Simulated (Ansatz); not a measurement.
Input for Ansatz (a program for electronic structure): R-CCSD(T)/cc-pVTZ on hydrogen isocyanide (SMILES [C-]#[NH+]), a point of a bond scan (R = 0.997 Å).

Ansatz 0.2 input:
```yaml
crystal:
  periodic: [false, false, false]
  atoms:
    - {symbol: C, position_ang: [-0.00000000, -0.00000000, -0.73641702]}
    - {symbol: N, position_ang: [0.00000000, 0.00000000, 0.42763144]}
    - {symbol: H, position_ang: [0.00000000, 0.00000000, 1.42508202]}
basis:
  gaussian:
    orbitals: cc-pVTZ
    pivot_positions_ang: [[-0.00000000, -0.00000000, -0.73641702], [0.00000000, 0.00000000, 0.42763144], [0.00000000, 0.00000000, 1.42508202]]
magnetization: {spin_polarized: false}
correlation: {method: ccsd_t, electrons: outside_noble_gas}
scf: {lower_state_search: off}
output: {orbitals: {seedname: ./end}}
```

The log:

```
WARN ansatz: RAYON_NUM_THREADS=1 ignored (pool sized by the plan → 1); use --threads N
Functional definition: HF
these checks for a lower state are left out or cut short: stability, starts, cluster_reference, orbital_swaps, neighbouring_geometries, increment
integrals: 0.04 GiB planned
512 factors; integrals over basis functions are off by at most 3.6e-4 eV
mean field: 0.09 GiB planned
mean field evaluation 1: about -2526.7331 eV, gradient 2.2e1 eV
mean field evaluation 2: about -2526.7337 eV, gradient 2.2e1 eV
mean field evaluation 4: about -2527.7122 eV, gradient 3.2e0 eV
mean field evaluation 8: about -2527.7375 eV, gradient 5.1e-3 eV
mean field -2527.73752249 eV, -92.8926405894 hartree, gradient 5.8e-6 eV, S^2 0.000000; 0 other end points of the search recorded, 0 dependent functions left out
2 core orbitals not correlated
reference -2527.73752249 eV, -92.8926405894 hartree; 5, 5 occupied and 67, 67 virtual orbitals, 512 factors
second order -9.03528229 eV of doubles, -0.00000000 eV of singles
coupled cluster: 0.13 GiB planned
cycle   1  -8.94171237 eV  change    9.4e-2 eV  update   8.0e-2
cycle   2  -9.22317966 eV  change   -2.8e-1 eV  update   2.5e-2
cycle   3  -9.29554040 eV  change   -7.2e-2 eV  update   1.3e-2
cycle   4  -9.28859340 eV  change    6.9e-3 eV  update   2.9e-3
cycle   5  -9.28976839 eV  change   -1.2e-3 eV  update   1.2e-3
cycle   6  -9.28998167 eV  change   -2.1e-4 eV  update   3.1e-4
cycle   7  -9.28982861 eV  change    1.5e-4 eV  update   8.8e-5
cycle   8  -9.28983468 eV  change   -6.1e-6 eV  update   3.6e-5
cycle   9  -9.28981980 eV  change    1.5e-5 eV  update   8.1e-6
cycle  10  -9.28981346 eV  change    6.3e-6 eV  update   3.1e-6
perturbative correction -0.46594871 eV, -0.0171232992 hartree
Total energy: -2537.49328466 eV, -93.2511582365 hartree
Checks for a lower state left out: stability, starts, cluster_reference, orbital_swaps, neighbouring_geometries, increment
```

The calculation finished and met its thresholds.

Cost: around 0.6 core-seconds (rough).
